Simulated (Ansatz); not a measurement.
Molecule (SMILES): [O]N=O, doublet.
Atoms: N1, O2, O3. Bonds: N1-O2, N1-O3.

Basis-set convergence of the highest harmonic wavenumber at HF with Ansatz (a program for electronic structure). Each level at its own minimum, finite differences of forces, unscaled; the reference is a large set that could be run, not a limit. Cartesian d functions, on some or all atoms, in 6-31G**; all else is spherical. The program fits the integrals of some runs and decomposes those of others, by size. Open shells are unrestricted. No added dispersion term, no relativity. Reference: the value in def2-QZVPP, 1847 cm⁻¹, itself unsure by roughly 3 cm⁻¹ (its mean distance from cc-pVQZ, aug-pcseg-2, aug-cc-pVTZ). Deviations are taken from unrounded values.

```tsv
basis	functions	highest harmonic wavenumber (cm⁻¹)	minus reference (cm⁻¹)
def2-SVP	42	1987	140
6-31G**	45	1880	33
6-311G**	54	1878	31
def2-SVPD	66	1945	98
aug-cc-pVDZ	69	1858	11
6-311++G(2d,2p)	81	1822	-25
def2-TZVPP	93	1852	5
6-311++G(3df,3pd)	117	1857	10
jun-cc-pV(T+d)Z	117	1847	0
cc-pCVTZ	129	1852	4
aug-cc-pVTZ	138	1845	-2
aug-pcseg-2	138	1845	-2
cc-pVQZ	165	1850	3
```

The smallest set listed that lies within 50 cm⁻¹ of the reference with all its larger relatives (same family, alike in diffuse functions; a set with none counts only in the reference's own line) is 6-31G** (45 functions, 33 cm⁻¹ off). Inside, with no larger relative to test it: cc-pCVTZ, aug-pcseg-2, cc-pVQZ. (Relatives not listed, tested too: def2-QZVP 0, def2-QZVPP 0 cm⁻¹.)
